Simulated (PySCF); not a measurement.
Compound: C4H4OS.
Atom-mapped SMILES: `[CH3:1][C:2](=[O:3])[CH:4]=[C:5]=[S:6]` (hydrogens: H7, H8, H9 on C1; H10 on C4)

The closed-shell SCF was solved with PySCF and density fitting under several settings on one GFN2-xTB geometry (grid level 2 and gas phase unless stated).

```csv
settings,basis functions,SCF cycles,E (Eh),HOMO (eV),LUMO (eV),dipole (D)
PBE0/pcSseg-1,129,16,-627.7554,-7.24,-2.82,2.60
"LDA/MINI, IEF-PCM acetonitrile, level shift 0.1 Eh",38,15,-621.0708,-7.34,-5.10,2.75
wB97X/STO-3G,38,16,-620.7982,-6.14,3.12,2.15
"OLYP/pcSseg-1, grid level 4",129,19,-628.1134,-5.90,-3.37,2.32
"PBE0/pcSseg-1, grid level 1, fitting basis def2-qzvpp-jkfit",129,13,-627.7554,-7.24,-2.82,2.60
```

Task: Estimate the row for these settings: wB97X/pcSseg-0, grid level 4, level shift 0.2 Eh.

Result: 
```csv
settings,basis functions,SCF cycles,E (Eh),HOMO (eV),LUMO (eV),dipole (D)
"wB97X/pcSseg-0, grid level 4, level shift 0.2 Eh",66,15,-627.1424,-9.43,-0.67,2.26
```

Task: Over all rows, what range does the HOMO–LUMO gap span?

Result: From 2.24 eV (LDA/MINI, IEF-PCM acetonitrile, level shift 0.1 Eh) to 9.26 eV (wB97X/STO-3G). The functional of the narrowest has no exact exchange, that of the widest range-separated exact exchange.

Task: And the dipole moment?

Result: From 2.15 D (wB97X/STO-3G) to 2.75 D (LDA/MINI, IEF-PCM acetonitrile, level shift 0.1 Eh); the largest is 1.28 times the smallest, and the median is 2.46 D.

Task: Compare two rows with the functional wB97X: wB97X/STO-3G and wB97X/pcSseg-0, grid level 4, level shift 0.2 Eh. Which energy is lower, and by how much?

Result: wB97X/pcSseg-0, grid level 4, level shift 0.2 Eh (66 functions) lies 6.3442 Eh or 3981 kcal/mol below wB97X/STO-3G (38 functions).

Cycle counts include a coarse-grid stage where the run had one. Geometry: GFN2-xTB, one conformer.

Shape of the structure used: `[CH3:1][C:2](=[O:3])[CH:4]=[C:5]=[S:6]`: C1–C2–C4–C5 0°.
